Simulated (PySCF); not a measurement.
# Computed data sheet: dichlorofluoromethane, `FC(Cl)Cl`

Compound: dichlorofluoromethane, CHCl2F.
Structure used (GFN2-xTB), in Å, numbered top down from 1:
```xyz
5
CHCl2F angstrom
F     -0.0661    1.1471   -0.7700
C      0.0037    0.1035    0.0700
Cl     1.4648   -0.8339   -0.2893
Cl    -1.4472   -0.8963   -0.1248
H      0.0534    0.4825    1.0969
```

Among its groups: C–F bond and C–Cl bond.

**GFN2-xTB geometry**

* Point group of the GFN2-xTB geometry: Cs
* Rotational constants A, B, C of the GFN2-xTB geometry: 6.954, 3.281, 2.337 GHz

From CAM-B3LYP/def2-SVPD ground state and vertical TDDFT (core frozen in the response) (PySCF):

* Dipole moment: 1.33 D
* HOMO energy: -10.65 eV
* LUMO energy: 0.43 eV
* HOMO–LUMO gap: 11.08 eV
* Lowest singlet excitation: 7.11 eV (174 nm, f = 0.015)
* Strongest line among the 8 lowest singlet transitions: S8 at 8.93 eV (139 nm, f = 0.063)
* Lowest triplet excitation (Tamm–Dancoff): 6.33 eV
* Static isotropic polarisability: 43.3 au
* Electronic spatial extent ⟨r²⟩ about the centre of nuclear charge: 469 bohr²

PBE0/pcSseg-1 ground state and GIAO shieldings, non-relativistic (PySCF):

- Lowest Hirshfeld atomic charge: -0.08 e on F1
- Highest Hirshfeld atomic charge: +0.12 e on C2
- 13C chemical shifts (computed TMS as zero) by class: 124.3 (C2) ppm
- 1H chemical shifts (computed TMS as zero) by class: 7.70 (H5) ppm
- Isotropic shieldings of nuclei other than C and H, by class: 259 (F1), 576 (Cl3/Cl4) ppm
- Mayer bond orders between heavy atoms: F1–C2 0.98, C2–Cl3 1.02, C2–Cl4 1.02

Monoisotopic mass from the formula: 101.9439 u.

The principal polarisabilities are 36.0, 40.8 and 53.1 au; their mean is the isotropic value. In wavenumbers S1 is 57300 cm⁻¹ (1 eV = 8065.54 cm⁻¹). The polarisability is 6.42 Å³ as a volume (1 au = 0.148185 Å³), or 0.87 au for each of the 50 electrons. In atomic units the dipole is 0.52 e·bohr (1 au = 2.5417 D). A dipole of 1.33 D is allowed in Cs, and pure rotational transitions are dipole-allowed.

Isolated species at its GFN2-xTB geometry, gas phase. The shieldings hold no spin–orbit term; for a carbon that bears several chlorines this term is known to matter.
